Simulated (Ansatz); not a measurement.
AlH₂S₂ (`[SH][Al][SH]`) radical, one more setting.

```yaml
crystal:
  periodic: [false, false, false]
  atoms:
    - {symbol: S, position_ang: [-1.165887, -0.833170, -0.650804]}
    - {symbol: Al, position_ang: [-0.199745, 0.408284, 0.931384]}
    - {symbol: S, position_ang: [1.939696, 1.007519, 0.484920]}
    - {symbol: H, position_ang: [-2.312731, -0.851739, 0.028400]}
    - {symbol: H, position_ang: [1.898749, 0.257042, -0.669983]}
basis:
  gaussian: {orbitals: def2-TZVPD}
magnetization: {spin_polarized: true, initial_magnetization: 1}
hamiltonian: {xc: {name: B97M-V}}
```

```sh
$ ansatz run in.yaml --threads 2 --pin off --events-out ev --progress --plain --max-ram 32768MiB --backend cpu
```

Output, abridged:

```
Functional definition: B97M-V
952 factors; their error is unknown
mean field evaluation 1: about -28293.1492 eV, gradient 1.8e1 eV
mean field evaluation 2: about -28289.3541 eV, gradient 3.0e1 eV
mean field evaluation 4: about -28295.3652 eV, gradient 1.4e0 eV
mean field evaluation 8: about -28295.3808 eV, gradient 5.2e-2 eV
mean field evaluation 16: about -28295.3713 eV, gradient 6.9e-5 eV
mean field -28295.37126280 eV, -1039.8357146164 hartree, gradient 6.9e-5 eV, S^2 0.752429; 0 other end points of the search recorded, 0 dependent functions left out
reference -28295.37134911 eV, -1039.8357177884 hartree; 24, 23 occupied and 129, 130 virtual orbitals, 952 factors
Total energy: -28295.37134911 eV, -1039.8357177884 hartree
```

Run time 12 s (2 threads of a server CPU on a shared host); peak host memory 0.37 GiB.
